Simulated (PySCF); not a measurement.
## Mayer bond orders and bond lengths

Compound: (SiH3)2PH, H₇PSi₂.
Numbering: `[SiH3:1][PH:2][SiH3:3]` (hydrogens: H4, H5, H6 on Si1; H7 on P2; H8, H9, H10 on Si3)

Structure used (PBE0-D3(BJ)/def2-TZVP), in Å, numbered top down from 1:
```
atom  x, y, z in Å
Si1   -1.674   -0.001    0.007
P2     0.072    1.320   -0.509
Si3    1.674   -0.157    0.053
H4    -1.800   -1.011   -1.075
H5    -2.903    0.834    0.044
H6    -1.523   -0.704    1.308
H7     0.087    1.981    0.750
H8     1.765   -1.154   -1.045
H9     1.404   -0.871    1.330
H10    2.965    0.568    0.167
```

Bond orders from the PBE0/pcSseg-2 density (PySCF). Geometry: PBE0-D3(BJ)/def2-TZVP; no solvent, vibrations or thermal averaging.

Question: How far do the computed orders between heavy atoms stray from the drawn ones?

Answer: The largest departure is 0.043, at Si1–P2 (drawn single, 0.957) and P2–Si3 (drawn single, 0.957).

Question: Give the Mayer order of every bond between heavy atoms, beside its length.

Answer: 
| bond | drawn as | length (Å) | Mayer order |
| --- | --- | --- | --- |
| Si1–P2 | single | 2.249 | 0.957 |
| P2–Si3 | single | 2.250 | 0.957 |

Question: And the bonds to hydrogen?

Answer: H–Si: 0.92 to 0.94 (6 bonds); H–P: 0.95 (1 bond).

Question: Sum the orders of all bonds at each heavy atom with more than one neighbour and set the sums beside the valence in the SMILES.

Answer: Si1 3.746 (drawn 4), P2 2.865 (drawn 3), Si3 3.745 (drawn 4). Orders between atoms that aren't bonded are not in these sums.

The Mayer order sums products of elements of PS (density times overlap matrix) between the two atoms' basis functions, so it depends on the basis set.
